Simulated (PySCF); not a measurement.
# C₅H₁₁S−: geometry, electronic excitations

Wanted: the electronic excitations of C₅H₁₁S− (`CC(C)[C@H](C)[S-]`), by calculation.

Programs: PySCF 2.14.0, with density-fitted response routines of our own. Each step states its level of theory. These are calculated values for one molecule in the gas phase, unless marked as measured. Atoms count from 0, in the outputs and in this text.

## 1. The starting structure

17 atoms, charge -1, multiplicity 1; geometry from: GFN2-xTB.

Bonds of the start (Å): C0–C1 1.53, C1–C2 1.53, C1–C3 1.54, C3–C4 1.53, C3–S5 1.82, C0–H6 1.09, C0–H7 1.09, C0–H8 1.09, C1–H9 1.10, C2–H10 1.09, C2–H11 1.09, C2–H12 1.09, C3–H13 1.10, C4–H14 1.09, C4–H15 1.09, C4–H16 1.09.

## 2. Optimising the geometry at PBE0-D3(BJ)/def2-SVP

What the job is given:

```
{"job": {"xc": "PBE0", "basis": "def2-SVP", "d3": "d3bj", "grid": 1, "kind": "geom"}, "charge": -1, "multiplicity": 1}
C     -1.469537     1.218380    -0.137698
C     -0.443403     0.201765     0.353632
C     -1.000557    -1.215061     0.194848
C      0.887077     0.413752    -0.389084
C      1.950818    -0.597186     0.034094
S      1.511883     2.094908    -0.105575
H     -2.364731     1.216319     0.486226
H     -1.756117     0.997796    -1.166395
H     -1.008506     2.204531    -0.110087
H     -0.256155     0.391745     1.418283
H     -2.001848    -1.276740     0.625191
H     -1.066337    -1.478315    -0.861287
H     -0.372401    -1.949561     0.695429
H      0.704344     0.297858    -1.471450
H      2.086067    -0.555813     1.114918
H      1.694101    -1.620188    -0.257953
H      2.898305    -0.332160    -0.433001
```

**Question.** This job is followed by: TDDFT PBE0/aug-cc-pVDZ, vertical, gas phase, core orbitals frozen in the response; TDDFT PBE0/6-31+G*, vertical, gas phase, core orbitals frozen in the response. Predict these results of the whole session: point group; rotational constants (main isotopes); lowest singlet (PBE0/aug-cc-pVDZ); brightest single state of those computed; lowest triplet; range of the lowest singlet.

As calculated:

```
                                quantity                        value
                             point group                           C1
    rotational constants (main isotopes)         3.79, 2.13, 1.46 GHz
       lowest singlet (PBE0/aug-cc-pVDZ)  2.17 eV (572 nm), f = 0.012
brightest single state of those computed  state 8, 2.83 eV, f = 0.032
                          lowest triplet                      2.14 eV
             range of the lowest singlet              2.17 to 2.80 eV
```

Over 4 steps the energy fell by 0.067 eV; of the close pairs, C0–H7 changed most, 1.090 to 1.106 Å. No frequency check was run at this level, so the end point may be a saddle. The first singlet state (HOMO→LUMO 0.98) lies at 2.17 eV and is weak; of the 10 states computed, the strongest absorption comes from state 8 at 2.83 eV. State 1 absorbs in the visible (572 nm). The lowest triplet lies 0.03 eV below the lowest singlet (triplets in Tamm-Dancoff, singlets in full TDDFT). The lowest singlet lies above −ε(HOMO); no detachment energy was computed, so the anion's states may not be bound. The lowest singlet runs from 2.17 eV (PBE0/aug-cc-pVDZ) to 2.80 eV (PBE0/6-31+G*), while the orbital gap spans 2.76 to 3.46 eV. The lowest state need not be the same one in every run.
